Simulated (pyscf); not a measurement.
**Four-centre exchange: HO–Sb(OH)–OH + NH₃ -> H₂N–Sb(OH)–OH + H₂O**

Gas phase, singlet surface, charge 0. Bonds broken: Sb1–O2, N8–H9. Bonds formed: Sb1–N8, O2–H9. Structures and frequencies: ωB97X-D3(BJ)/def2-SVP in PySCF.

Transition state (Å):

```xyz
11

Sb     0.1096    -0.2037    -0.0761
O     -0.7483     0.0801     1.9892
O      0.1036     0.2112    -2.0585
O     -1.7223    -0.9517    -0.2917
H     -1.5786    -0.4125     2.0543
H     -0.6845     0.6516    -2.4001
H     -1.8367    -1.1918    -1.2211
N     -0.6569     1.8199     0.3723
H     -0.9110     1.2374     1.4003
H     -0.0002     2.5995     0.4038
H     -1.4622     2.0803    -0.1978
```

One imaginary mode, 975i cm⁻¹; descent along it reached the two sides named, in the forms told below.

| bond | change | reactant side (Å) | saddle | product side |
|---|---|---|---|---|
| Sb1–O2 | breaks | 1.991 | 2.254 | 2.6 |
| N8–H9 | breaks | 1.021 | 1.209 | 2.072 |
| Sb1–N8 | forms | 2.522 | 2.210 | 2.061 |
| O2–H9 | forms | 2.275 | 1.309 | 0.976 |

Electronic energies relative to the separated reactants (eV):

```json
[
 {"level": "ωB97X-D3(BJ)/def2-TZVP", "barrier": "0.56", "reaction energy": "+0.36", "reverse barrier": "0.20"},
 {"level": "PBE/def2-TZVP", "barrier": "0.44", "reaction energy": "+0.39", "reverse barrier": "0.05"},
 {"level": "r²SCAN/def2-TZVP", "barrier": "0.48", "reaction energy": "+0.40", "reverse barrier": "0.07"},
 {"level": "B3LYP-D3(BJ)/def2-TZVP", "barrier": "0.54", "reaction energy": "+0.38", "reverse barrier": "0.16"},
 {"level": "PBE0-D3(BJ)/def2-TZVP", "barrier": "0.47", "reaction energy": "+0.35", "reverse barrier": "0.13"},
 {"level": "M06-2X/def2-TZVP", "barrier": "0.56", "reaction energy": "+0.39", "reverse barrier": "0.18"},
 {"level": "ωB97M-D3(BJ)/def2-TZVP", "barrier": "0.62", "reaction energy": "+0.37", "reverse barrier": "0.24"},
 {"level": "HF/def2-TZVP", "barrier": "1.36", "reaction energy": "+0.42", "reverse barrier": "0.95"}
]
```

With ωB97M-D3(BJ)/def2-TZVP energies and thermal terms (ideal gas, 1 atm, RRHO with modes under 100 cm⁻¹ raised to 100, one conformer, R ln 2 for chiral ones without a mode under 150 cm⁻¹), in eV:

```
T (K)   ΔH‡   ΔG‡     ΔH     ΔG
-----  ----  ----  -----  -----
298    0.56  1.09  +0.37  +0.38
600    0.57  1.62  +0.37  +0.40
900    0.60  2.14  +0.38  +0.41
1200   0.64  2.65  +0.38  +0.42
```

On the reactant side the descent ends in an adduct with a N–Sb contact, 0.55 eV under the separated species and 1.11 eV under the saddle at ωB97X-D3(BJ)/def2-TZVP. On the product side the descent ends in a bound adduct, 0.40 eV under the separated species and 0.59 eV under the saddle at ωB97X-D3(BJ)/def2-TZVP. What is counted as formed (N–Sb) is already present as a longer contact in the reactant adduct; forming that adduct is a step of its own. This is the saddle that the search found; another between the same sides may lie lower. Elements past Kr carry the def2 core potentials, without spin-orbit coupling.
